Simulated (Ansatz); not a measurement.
# C2F2: taking an electron away

Aim: the vertical ionisation energy of C2F2, as cation minus neutral at the neutral's geometry, on several levels, and how well −ε(HOMO) stands in for it.

Program: Ansatz 0.2.0, Gaussian basis. Level of theory: unrestricted cation, the program's frozen cores in correlated methods. These are calculated values, not measurements.

The runs, in order: UKS PBE-D4/def2-TZVPP; UKS r2SCAN-D4/def2-TZVPP; UKS PBE0-D4/def2-TZVPP; UKS B3LYP-D4/def2-TZVPP; UKS wB97X-V/def2-TZVPP; UKS wB97M-V/def2-TZVPP; UKS B2PLYP/def2-TZVPP; UHF-CCSD(T)/def2-TZVPP; UHF-MP2/def2-QZVPP; extrapolation to the limit; then −ε(HOMO) from the neutral's earlier runs with LDA (SPW92), PBE-D4, revPBE-D4, BLYP-D4, r2SCAN-D4, B97M-V, PBE0-D4, B3LYP-D4, r2SCANh-D4, r2SCAN0-D4, HSE06-D4, BHLYP-D4, CAM-B3LYP-D4, LC-ωPBE, ωB97X-V, ωB97M-V.

### Step 1. Structure used throughout

An earlier PBE0-D4 in a triple-zeta def2 set relaxation fixed the geometry.

SMILES `FC#CF`, 4 atoms, charge 0, spin multiplicity 1.

Atoms are counted from 1 here; the program's logs count them from 0.

Bond lengths: F1–C2 1.278 Å, C2–C3 1.184 Å, C3–F4 1.278 Å. Angles: F1–C2–C3 180.0°, C2–C3–F4 180.0°.

### Step 2. Cation, UKS PBE-D4/def2-TZVPP

Input file in.yaml:

```yaml
crystal:
  periodic: [false, false, false]
  atoms:
    - {symbol: F, position_ang: [-0.136373, 0.128015, 1.852843]}
    - {symbol: C, position_ang: [-0.033701, 0.030232, 0.583217]}
    - {symbol: C, position_ang: [0.061450, -0.060383, -0.593367]}
    - {symbol: F, position_ang: [0.164125, -0.158164, -1.862993]}
basis:
  gaussian: {orbitals: def2-TZVPP}
total_charge: 1
magnetization: {spin_polarized: true, initial_magnetization: 1}
hamiltonian: {xc: pbe, dispersion: d4}
```

Further steps of the session: Cation, UKS r2SCAN-D4/def2-TZVPP; Cation, UKS PBE0-D4/def2-TZVPP; Cation, UKS B3LYP-D4/def2-TZVPP; Cation, UKS wB97X-V/def2-TZVPP; Cation, UKS wB97M-V/def2-TZVPP; Cation, UKS B2PLYP (frozen core)/def2-TZVPP; Cation, UHF-CCSD(T)/def2-TZVPP; Cation, UHF-MP2/def2-QZVPP.

Before running them: what should the planned runs give, taken together? Wanted: ionisation energy, CCSD(T)/CBS; nearest functional by difference; nearest −ε(HOMO); −ε(HOMO) of PBE; T1 of the cation.

**Answer**, as computed:

| quantity | value |
| --- | --- |
| ionisation energy, CCSD(T)/CBS | 11.46 eV |
| nearest functional by difference | B2PLYP (-0.28 eV) |
| nearest −ε(HOMO) | LC-ωPBE (-0.42 eV) |
| −ε(HOMO) of PBE | 6.75 eV |
| T1 of the cation | 0.023 |

By cation minus neutral, the functionals miss by 0.56 eV at most. −ε(HOMO) of PBE misses by 4.7 eV, since self-interaction lifts the level. Among orbital estimates LC-ωPBE comes nearest. Hartree-Fock falls 1.20 eV short, as the neutral has more correlation energy than the cation.
